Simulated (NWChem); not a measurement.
A series in which one site is exchanged, each optimised at PBE0/def2-SVP with NWChem, gas phase unless a solvent is named. This build's default masses of Se (78.918 u) and Br (79.917 u) are each other's, which moves their modes by up to 0.6 %. For some, no frequency run checked for a minimum. def2 effective core potentials on I; no spin-orbit coupling.

A: [Br][Al]([F])[F] (AlBrF₂; site = Br)
B: [F][Al]([F])[Cl] (AlClF2; site = Cl)
C: [F][Al]([F])[F] (AlF$_{3}$; site = F)
D: [F][Al]([F])[I] (AlIF2; site = I)

Values for A:

```
Property                                              Result
----------------------------------------------------  ------
vertical ionisation energy, ΔSCF, PBE/def2-SVP (eV)    11.48
vertical ionisation energy, ΔSCF, PBE0/def2-SVP (eV)   11.92
lowest singlet excitation, PBE0/def2-SVPD, TDA (eV)     6.29
```

Q: How do these values change for the other members?

A: 
| change from A | B | C | D |
|---|---|---|---|
| vertical ionisation energy, ΔSCF, PBE/def2-SVP (eV) | +0.59 | +1.77 | -0.88 |
| vertical ionisation energy, ΔSCF, PBE0/def2-SVP (eV) | +0.77 | +2.28 | -1.08 |
| lowest singlet excitation, PBE0/def2-SVPD, TDA (eV) | +0.73 | +2.18 | -0.92 |
